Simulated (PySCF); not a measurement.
Species: thietane 1,1-dioxide, C3H6O2S.
SMILES: `O=S1(=O)CCC1`

The calculation used TDDFT PBE0/def2-SVPD, vertical, gas phase, core orbitals frozen in the response in PySCF. Isolated species at its PBE0-D3(BJ)/def2-SVP geometry (one conformer only).

Lowest singlets, with some entries withheld (?).

| state | E (eV) | f | main configurations (H = HOMO, L = LUMO) |
| --- | --- | --- | --- |
| S1 | 7.50 | 0.0025 | H→L+1 (90%) |
| S2 | 7.59 | ? | H→L (93%) |
| S3 | ? | 0.013 | H→L+2 (91%) |
| S4 | 8.04 | ? | ? |
| S5 | 8.12 | 0.044 | ? |
| S6 | 8.17 | 0.0005 | H-1→L+3 (76%), H-1→L+5 (16%) |
| S7 | 8.19 | ? | H→L+4 (88%) |
| S8 | ? | 0.0073 | H-1→L (68%), H-1→L+1 (24%) |
| S9 | 8.42 | 0.018 | H-1→L+2 (44%), H-2→L (26%), H-1→L+4 (13%) |
| S10 | 8.43 | 0.0007 | ? |

Problem. What stands in place of each question mark?

Solution. 
- S2: f = 0.042
- S3: E = 7.81 eV
- S4: f = 0.012; H-1→L+1 (50%), H-1→L (28%), H→L+3 (15%)
- S5: H→L+3 (56%), H-1→L+1 (18%), H-1→L+2 (11%)
- S7: f = 0.069
- S8: E = 8.22 eV
- S10: H-3→L+1 (75%)

Problem. How far apart are S9 and S10, in eV and cm⁻¹?

Solution. 8.432 − 8.421 = 0.011 eV, or about 90 cm⁻¹.

Problem. Where do the lowest triplets lie (Tamm–Dancoff)?

Solution. T1 7.14 eV, H→L+1 (50%), H→L+4 (18%), H→L+3 (13%); T2 7.15 eV, H→L+3 (52%), H→L+5 (19%), H→L+1 (13%); T3 7.31 eV, H→L (32%), H→L+4 (29%), H→L+1 (26%); T4 7.47 eV, H→L+2 (52%), H→L (18%), H→L+4 (15%). E(S1) − E(T1) = +0.36 eV.

Problem. Which level carries the most intensity, and what share of the listed sum of f?

Solution. S7, with f = 0.069 of 0.209, 33%.

The vertical ionisation energy (ΔSCF) is 10.49 eV, 2.06 eV above S10.

Time: 1.9 min wall. Hardware: one thread, Arm Neoverse V1 (shared host).
